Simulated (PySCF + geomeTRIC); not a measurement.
Level of theory: B3LYP-D3(BJ)/def2-TZVP (PySCF + geomeTRIC). fastk is a local helper that only speeds up exchange builds. No frequencies were computed at this level.

```python
import json, numpy as np
from pyscf import gto, dft
from fastk import lowrank_exchange
atoms = """
C     -0.857877     0.416736     0.058645
C      0.187489    -0.660586    -0.150875
S      1.771703    -0.255786     0.669597
H     -0.543032     1.353631    -0.397596
H     -1.019854     0.587040     1.120570
H     -1.799400     0.110795    -0.393445
H     -0.121450    -1.602457     0.301271
H      0.392361    -0.824304    -1.208988
H      1.990059     0.874932     0.000821
"""
def scf(charge, spin, dm0=None):
    mol = gto.M(atom=atoms, basis='def2-tzvp', ecp={}, charge=charge, spin=spin, verbose=3, max_memory=3780)
    mf = dft.KS(mol, xc='b3lyp').density_fit(auxbasis="def2-universal-jkfit")
    mf.disp = 'd3bj'
    mf.grids.level = 3
    mf.conv_tol = 1e-8
    mf.max_cycle = 60
    mf.kernel(dm0)
    if not mf.converged:
        mf = mf.newton().run(mf.mo_coeff, mf.mo_occ).undo_soscf()
    return mf
mf = scf(0, 0)
from pyscf.geomopt.geometric_solver import kernel as optimize
path = []
done, mol = optimize(mf, maxsteps=80, assert_convergence=False, callback=lambda env: path.append((env["energy"], bool(env["g_scanner"].converged))))
res = dict(converged=bool(done and path[-1][1]), energy=path[-1][0], path=[e for e, c in path], xyz=mol.atom_coords(unit="Angstrom").tolist(), nao=mol.nao)
json.dump(res, open("result.json", "w"))
```

Output:

```
converged SCF energy = -478.090224117459
Geometry optimization cycle 1
converged SCF energy = -478.090224117457
cycle 1: E = -478.090224117  dE = -478.09  norm(grad) = 0.0130061
Geometry optimization cycle 2
converged SCF energy = -478.090598395265
cycle 2: E = -478.090598395  dE = -0.000374278  norm(grad) = 0.00390229
Geometry optimization cycle 3
converged SCF energy = -478.090623296655
cycle 3: E = -478.090623297  dE = -2.49014e-05  norm(grad) = 0.0016373
Geometry optimization cycle 4
converged SCF energy = -478.090629450333
cycle 4: E = -478.09062945  dE = -6.15368e-06  norm(grad) = 0.000366132
Geometry optimization cycle 5
converged SCF energy = -478.090630775781
cycle 5: E = -478.090630776  dE = -1.32545e-06  norm(grad) = 0.00036734
Geometry optimization cycle 6
converged SCF energy = -478.090633067008
cycle 6: E = -478.090633067  dE = -2.29123e-06  norm(grad) = 0.000524439
Geometry optimization cycle 7
converged SCF energy = -478.090633644623
cycle 7: E = -478.090633645  dE = -5.77615e-07  norm(grad) = 0.000329731
Geometry optimization cycle 8
converged SCF energy = -478.09063378865
cycle 8: E = -478.090633789  dE = -1.44027e-07  norm(grad) = 9.73124e-05
<class 'geometric.internal.Distance'> : 8
<class 'geometric.internal.Angle'> : 13
<class 'geometric.internal.Dihedral'> : 12
<class 'geometric.internal.TranslationX'> : 1
<class 'geometric.internal.TranslationY'> : 1
<class 'geometric.internal.TranslationZ'> : 1
<class 'geometric.internal.RotationA'> : 1
<class 'geometric.internal.RotationB'> : 1
<class 'geometric.internal.RotationC'> : 1
Step    0 : Gradient = 4.335e-03/7.523e-03 (rms/max) Energy = -478.0902241175
Step    1 : Displace = 2.398e-02/4.829e-02 (rms/max) Trust = 1.000e-01 (=) Grad = 1.301e-03/2.950e-03 (rms/max) E (change) = -478.0905983953 (-3.743e-04) Quality = 1.013
Step    2 : Displace = 3.860e-03/6.243e-03 (rms/max) Trust = 1.414e-01 (+) Grad = 5.458e-04/1.258e-03 (rms/max) E (change) = -478.0906232967 (-2.490e-05) Quality = 1.343
Step    3 : Displace = 3.502e-03/7.112e-03 (rms/max) Trust = 2.000e-01 (+) Grad = 1.220e-04/2.316e-04 (rms/max) E (change) = -478.0906294503 (-6.154e-06) Quality = 1.110
Step    4 : Displace = 2.020e-03/3.960e-03 (rms/max) Trust = 2.828e-01 (+) Grad = 1.224e-04/2.744e-04 (rms/max) E (change) = -478.0906307758 (-1.325e-06) Quality = 1.709
Step    5 : Displace = 5.845e-03/1.133e-02 (rms/max) Trust = 3.000e-01 (+) Grad = 1.748e-04/4.260e-04 (rms/max) E (change) = -478.0906330670 (-2.291e-06) Quality = 1.300
Step    6 : Displace = 2.392e-03/4.513e-03 (rms/max) Trust = 3.000e-01 (=) Grad = 1.099e-04/2.663e-04 (rms/max) E (change) = -478.0906336446 (-5.776e-07) Quality = 1.413
Step    7 : Displace = 8.587e-04/1.498e-03 (rms/max) Trust = 3.000e-01 (=) Grad = 3.244e-05/7.119e-05 (rms/max) E (change) = -478.0906337886 (-1.440e-07) Quality = 1.064
Converged! =D
```

Cost: about 90 core-seconds (a rough figure).
